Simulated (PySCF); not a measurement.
# 3-butyn-1-ol: geometry, NMR shifts, spin-spin couplings, electronic excitations and core binding energies

Aim: predict the NMR shifts, spin-spin couplings, electronic excitations and core binding energies of 3-butyn-1-ol (`C#CCCO`).

The runs use PySCF 2.14.0, with density-fitted response routines of our own; the level of theory stands in each step. All values are computed, except where a source is named. Atoms are numbered from 0 throughout.

## Step 1: Starting geometry

11 atoms, charge 0, multiplicity 1; geometry from: MMFF94s. The atoms were then displaced at random by about 0.03 Å, so the start is not that level's minimum.

Bonds of the start (Å): C0–C1 1.25, C1–C2 1.51, C2–C3 1.42, C3–O4 1.53, C0–H5 1.04, C2–H6 1.11, C2–H7 1.07, C3–H8 1.05, C3–H9 1.13, O4–H10 1.00.

## Step 2: Relaxing the molecule at PBE0-D3(BJ)/def2-SVP

Job settings and geometry (Å):

```
{"job": {"xc": "PBE0", "basis": "def2-SVP", "d3": "d3bj", "grid": 1, "shake": 0.03, "kind": "geom"}, "charge": 0, "multiplicity": 1}
C      2.632520     0.332430     0.213590
C      1.468270    -0.108870     0.102950
C      0.098600    -0.725600    -0.029080
C     -0.853850     0.329250     0.026780
O     -2.226330    -0.343080    -0.106000
H      3.525450     0.866960     0.274940
H      0.040290    -1.449440     0.807050
H      0.135070    -1.276970    -0.949470
H     -0.859470     1.050130    -0.731710
H     -0.940480     0.874030     1.009450
H     -2.922010     0.365670    -0.017740
```

On the command line:

```console
> OMP_NUM_THREADS=1 python probes_run.py task.json out
```

The driver reads the jobs from task.json and runs them one after another.

**Question.** This job is followed by: GIAO PBE0/pcSseg-1 NMR shielding, non-relativistic, gas phase; B3LYP/pcJ-1 indirect spin-spin coupling, non-relativistic, gas phase; TDDFT PBE0/def2-SVPD, vertical, gas phase, core orbitals frozen in the response; GIAO PBE/pcSseg-2 NMR shielding, non-relativistic, gas phase; delta-SCF UKS SCAN, pcX-2 on the ionised atom, pcseg-1 elsewhere, spin-free X2C. Predict these results of the whole session: point group; rotational constants (main isotopes); 13C shifts against TMS (PBE0/pcSseg-1); 1H shifts against TMS (PBE0/pcSseg-1, means over atoms taken as alike); 17O shifts against H2O (PBE0/pcSseg-1); surface potential, 1st and 99th percentile; largest coupling of the table (B3LYP/pcJ-1); lowest singlet (PBE0/def2-SVPD); brightest single state of those computed; lowest triplet; vertical ionisation energy (ΔSCF); C1s binding energies, SCAN/pcX-2 (standing for 3 of 4 atoms); O1s binding energies, SCAN/pcX-2; range of the shift of O4.

As calculated:

```
                                                              quantity                               value
                                                           point group                                  Cs
                                  rotational constants (main isotopes)               26.92, 2.29, 2.17 GHz
                                13C shifts against TMS (PBE0/pcSseg-1)          83.7, 75.2, 64.8, 23.0 ppm
1H shifts against TMS (PBE0/pcSseg-1, means over atoms taken as alike)          3.71, 2.42, 1.77, 0.12 ppm
                                17O shifts against H2O (PBE0/pcSseg-1)                            30.7 ppm
                                 surface potential, 1st and 99th percentile                  -1.40 V and 2.14 V
                           largest coupling of the table (B3LYP/pcJ-1)             1J(C,H) C0–H5, 271.8 Hz
                                       lowest singlet (PBE0/def2-SVPD)         6.59 eV (188 nm), f = 0.000
                              brightest single state of those computed         state 8, 7.75 eV, f = 0.033
                                                        lowest triplet                             5.29 eV
                                     vertical ionisation energy (ΔSCF)                             9.98 eV
          C1s binding energies, SCAN/pcX-2 (standing for 3 of 4 atoms)  C3 292.41, C2 291.57, C0 290.26 eV
                                      O1s binding energies, SCAN/pcX-2                        O4 539.04 eV
                                              range of the shift of O4                    30.7 to 39.2 ppm
```

In words: The start was shaken at random, so part of the energy gained undoes that. Relaxing lowered the energy by 0.834 eV in 6 steps; the close pair that moved most is C3–O4, from 1.534 to 1.400 Å. No frequency check was run at this level, so the end point may be a saddle. At PBE0/pcSseg-1: The widest tensor belongs to C1: span 292 ppm, with a paramagnetic part of -163 ppm. Of the pairs tabulated at B3LYP/pcJ-1, C0–H5 couples most strongly (271.8 Hz; Fermi contact 272.4 Hz). Couplings across rotatable bonds belong to this one conformer; where others are populated, the observed values are averages, and the simulated multiplets take (2 J gauche + J anti)/3 across rotating chain bonds. The lowest singlet, at 6.59 eV, is HOMO→LUMO+1 0.51, HOMO→LUMO+3 0.25 and is dark; of the 10 states computed, the strongest absorption comes from state 8 at 7.75 eV. The lowest triplet lies 1.30 eV below the lowest singlet (triplets in Tamm-Dancoff, singlets in full TDDFT). ΔSCF puts the ionisation energy at 9.98 eV, 2.21 eV above −ε(HOMO). In ppm, O4 moves most: its shift spreads over 8.5 ppm, from 30.7 (PBE0/pcSseg-1) to 39.2 (PBE/pcSseg-2).
